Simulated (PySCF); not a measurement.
C2H6N2.
SMILES: `[H]/N=C/CN`

Method: EOM-IP-CCSD/aug-cc-pVDZ in PySCF, restricted Hartree–Fock reference, frozen core, non-relativistic, gas phase, PBE0-D3(BJ)/def2-SVP geometry.

Hartree–Fock orbital energies give these Koopmans values (eV): HOMO 10.84, HOMO-1 11.82, HOMO-2 11.86, HOMO-3 14.54, HOMO-4 15.23, HOMO-5 16.58, HOMO-6 18.20, HOMO-7 18.92.

Question: What vertical ionisation energies does EOM-IP-CCSD give?

Answer: 
```tsv
leading hole (HF orbital)	Koopmans (eV)	EOM-IP-CCSD (eV)	change (eV)	one-hole share
HOMO	10.84	9.54	-1.30	0.95
HOMO-2	11.86	10.32	-1.54	0.94
HOMO-1	11.82	11.59	-0.23	0.95
HOMO-3	14.54	13.75	-0.79	0.96
HOMO-4	15.23	14.05	-1.18	0.95
HOMO-5	16.58	14.99	-1.59	0.94
HOMO-6	18.20	16.98	-1.22	0.95
HOMO-7	18.92	17.31	-1.61	0.93
```

Question: Does the order of the lines follow the orbital energies?

Answer: No: the HOMO-2 hole (10.32 eV) falls below the HOMO-1 hole (11.59 eV). The corrections run from -1.61 to -0.23 eV, with a mean of -1.18 eV over the 8 lines; no line lies above its Koopmans value. Koopmans values leave out both the relaxation of the orbitals and the change in correlation energy.

Question: At what kinetic energies would He I light (21.22 eV) eject these electrons?

Answer: 11.68 eV (HOMO), 10.90 eV (HOMO-2), 9.63 eV (HOMO-1), 7.47 eV (HOMO-3), 7.17 eV (HOMO-4), 6.23 eV (HOMO-5), 4.24 eV (HOMO-6), 3.91 eV (HOMO-7).

One root was sought for each valence orbital with −ε under 21 eV, eight at most, so deeper holes and satellites are missing; no vibrational structure.

Shape of the structure used: `[H]/[N:1]=[CH:2]/[CH2:3][NH2:4]`: N1–C2–C3–N4 -1°, H–N4–C3–C2 57°, H–N4–C3–C2 -55°.

One conformer stands for the species.
